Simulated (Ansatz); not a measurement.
**BH₆NSi: a ladder of functionals and wavefunction methods**

One table from this session's results is given with a row withheld; the runs are named, their logs left out.

Program: Ansatz 0.2.0, Gaussian basis. Level of theory: functionals in def2-TZVPP, the program's frozen cores in correlated methods. These are calculated values, not measurements.

Levels to be run: LDA (SPW92), PBE-D4, revPBE-D4, BLYP-D4, r2SCAN-D4, B97M-V, PBE0-D4, B3LYP-D4, r2SCANh-D4, r2SCAN0-D4, HSE06-D4, BHLYP-D4, CAM-B3LYP-D4, LC-ωPBE, ωB97X-V, ωB97M-V, B2PLYP, PBE-QIDH; CCSD(T)/def2-SVP; CCSD(T)/def2-TZVPP; MP2/def2-QZVPP; extrapolation to the limit; RPA on PBE.

1 further run of the same task is left out (it didn't finish).

### Structure used throughout

An earlier PBE0-D4 in a triple-zeta def2 set relaxation fixed the geometry.

SMILES `B[SiH2]N`, 9 atoms, charge 0, spin multiplicity 1.

Atoms are counted from 1 here; the program's logs count them from 0.

Bond lengths: B1–Si2 2.002 Å, B1–H4 1.197 Å, B1–H5 1.197 Å, Si2–N3 1.724 Å, Si2–H6 1.506 Å, Si2–H7 1.490 Å, N3–H8 1.007 Å, N3–H9 1.007 Å. Angles: Si2–B1–H4 122.8°, Si2–B1–H5 120.1°, H4–B1–H5 117.0°, B1–Si2–N3 111.8°, B1–Si2–H6 104.1°, B1–Si2–H7 112.7°, N3–Si2–H6 115.5°, N3–Si2–H7 107.5°, H6–Si2–H7 105.2°, Si2–N3–H8 120.4°, Si2–N3–H9 119.2°, H8–N3–H9 110.8°.

Coordinates:

| atom | x (Å) | y (Å) | z (Å) |
| --- | --- | --- | --- |
| B1 | -1.0273 | 0.7353 | -1.0348 |
| Si2 | 0.5964 | 0.2061 | 0.0100 |
| N3 | 0.3331 | -1.2388 | 0.9136 |
| H4 | -2.1233 | 0.3236 | -0.7839 |
| H5 | -0.9386 | 1.5402 | -1.9161 |
| H6 | 0.9233 | 1.4295 | 0.8253 |
| H7 | 1.7887 | -0.0176 | -0.8555 |
| H8 | 1.0843 | -1.6541 | 1.4410 |
| H9 | -0.5482 | -1.3704 | 1.3832 |

Set-up of the first run:

File in.yaml:

```yaml
crystal:
  periodic: [false, false, false]
  atoms:
    - {symbol: B, position_ang: [-1.027291, 0.735327, -1.034808]}
    - {symbol: Si, position_ang: [0.596442, 0.206103, 0.010026]}
    - {symbol: N, position_ang: [0.333141, -1.238843, 0.913609]}
    - {symbol: H, position_ang: [-2.123299, 0.323577, -0.783871]}
    - {symbol: H, position_ang: [-0.938577, 1.540222, -1.916108]}
    - {symbol: H, position_ang: [0.923284, 1.429465, 0.825298]}
    - {symbol: H, position_ang: [1.788681, -0.017606, -0.855492]}
    - {symbol: H, position_ang: [1.084251, -1.654114, 1.441044]}
    - {symbol: H, position_ang: [-0.548231, -1.370432, 1.383201]}
basis:
  gaussian: {orbitals: def2-TZVPP}
hamiltonian: {xc: lda}
output: {orbitals: {seedname: orbitals}}
```

The run is started by

```
ansatz run in.yaml --threads 2 --pin off --events-out ev --progress --plain --max-ram 4352MiB
```

Among the steps run: LDA; PBE-D4 (GGA); revPBE-D4 (GGA); BLYP-D4 (GGA); r2SCAN-D4 (meta-GGA); B97M-V (meta-GGA); PBE0-D4 (hybrid); B3LYP-D4 (hybrid); r2SCANh-D4 (hybrid); r2SCAN0-D4 (hybrid); HSE06-D4 (hybrid); BHLYP-D4 (hybrid); CAM-B3LYP-D4 (range-separated); LC-ωPBE (range-separated); ωB97X-V (range-separated); ωB97M-V (range-separated); B2PLYP (double hybrid); PBE-QIDH (double hybrid).

One of the session's tables, all rows but one given; the rest of the session is left out.

```
  functional  HOMO (eV)  LUMO (eV)  gap (eV)
 LDA (SPW92)      -6.00      -3.54      2.46
      PBE-D4      -5.89      -3.27      2.62
   revPBE-D4      -5.84      -3.16      2.69
     BLYP-D4      -5.78      -3.10      2.68
   r2SCAN-D4      -6.18      -2.91      3.27
      B97M-V      -6.31      -3.08      3.23
     PBE0-D4      -7.26      -2.25      5.01
    B3LYP-D4      -7.04      -2.46      4.58
  r2SCANh-D4      -6.69      -2.56      4.13
  r2SCAN0-D4      -7.46      -2.05      5.41
    HSE06-D4      -6.86      -2.64      4.22
    BHLYP-D4      -8.56      -1.17      7.39
CAM-B3LYP-D4      -8.67      -1.12      7.56
     LC-ωPBE     -10.05       0.09     10.14
     ωB97X-V      -9.69      -0.02      9.67
     ωB97M-V          ?          ?         ?
```

**Question.** Estimate the row for ωB97M-V.

As computed: HOMO (eV): -9.58; LUMO (eV): -0.29; gap (eV): 9.29. In the column «HOMO (eV)» it lies between ωB97X-V (-9.69) and CAM-B3LYP-D4 (-8.67).
